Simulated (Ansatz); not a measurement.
# NH2Cl (triplet): wave-function methods side by side at distance Cl1–H2 along a hydrogen transfer = 1.422 Å, cc-pVTZ

How much of the correlation energy of NH2Cl (triplet) does each wave-function method recover here?

Computed with Ansatz 0.2.0, Gaussian basis. Level: cc-pVTZ, core rule «outside noble gas», up to 6 orbitals frozen.

To be run: UHF; CCSD(T) on ROHF; CCSD(T) on UHF; BCCD(T) on ROHF; CCSDT(Q) on ROHF; CCSDT(Q) on UHF; CASSCF and NEVPT2, 4 electrons in 4 orbitals; CASSCF and NEVPT2, 14 electrons in 10 orbitals.

## 1. The system

The geometry derives from fragments relaxed apart (PBE0/def2-TZVP) and kept rigid, so it is no stationary point. A hydrogen atom is moved between rigid fragments.

4 atoms, charge 0, spin multiplicity 3.

Atoms are counted from 1 here; the program's logs count them from 0.

Bond lengths: Cl1–H2 1.422 Å, H2–N3 1.231 Å, N3–H4 1.040 Å. Angles: Cl1–H2–N3 180.0°, H2–N3–H4 105.0°.

Geometry (Å):

```xyz
4
ClH2N
Cl   -0.8070    0.0197    0.0000
H     0.6150    0.0197    0.0000
N     1.8460    0.0197    0.0000
H     2.1151   -0.9846    0.0000
```

## 2. UHF

Contents of in.yaml:

```yaml
crystal:
  periodic: [false, false, false]
  atoms:
    - {symbol: Cl, position_ang: [-0.806953, 0.019664, 0.000000]}
    - {symbol: H, position_ang: [0.615047, 0.019664, 0.000000]}
    - {symbol: N, position_ang: [1.846047, 0.019664, 0.000000]}
    - {symbol: H, position_ang: [2.115129, -0.984563, 0.000000]}
basis:
  gaussian: {orbitals: cc-pVTZ}
magnetization: {spin_polarized: true, initial_magnetization: 2}
hamiltonian: {xc: hf}
output: {orbitals: {seedname: orbitals}}
```

Launch:

```sh
> ansatz run in.yaml --threads 1 --pin off --events-out ev --progress --plain --max-ram 2816MiB --backend cpu
```

The runs that follow: CCSD(T) on ROHF; CCSD(T) on UHF; BCCD(T) on ROHF; CCSDT(Q) on ROHF; CCSDT(Q) on UHF; CASSCF and NEVPT2, 4 electrons in 4 orbitals; CASSCF and NEVPT2, 14 electrons in 10 orbitals.

Q: Predict the results of all the runs planned. Wanted: UCCSDT(Q) below the RHF energy; RMP2 from UCCSDT(Q); UMP2 from UCCSDT(Q); RCCSD from UCCSDT(Q); RCCSD(T) from UCCSDT(Q); UCCSD(T) from UCCSDT(Q); RCCSDT(Q) from UCCSDT(Q); NEVPT2 valence from UCCSDT(Q); T1 diagnostic.

The runs gave:

| quantity | value |
| --- | --- |
| UCCSDT(Q) below the RHF energy | -11.5694 eV |
| RMP2 from UCCSDT(Q) | +1462.0 meV |
| UMP2 from UCCSDT(Q) | +1459.1 meV |
| RCCSD from UCCSDT(Q) | +467.4 meV |
| RCCSD(T) from UCCSDT(Q) | +52.8 meV |
| UCCSD(T) from UCCSDT(Q) | +51.8 meV |
| RCCSDT(Q) from UCCSDT(Q) | +3.1 meV |
| NEVPT2 valence from UCCSDT(Q) | +2021.3 meV |
| levels within 1 kcal/mol (43 meV) | RCCSDT, UCCSDT, RCCSDT(Q) |
| T1 diagnostic | 0.036 |
| effectively unpaired electrons | 2.01 |

RCCSD(T) misses by +52.8 meV, 0.5 % of the correlation energy. One determinant dominates. These misses are within one basis, not against nature; the frozen cores of restricted and unrestricted runs differ, which can shift their rows.
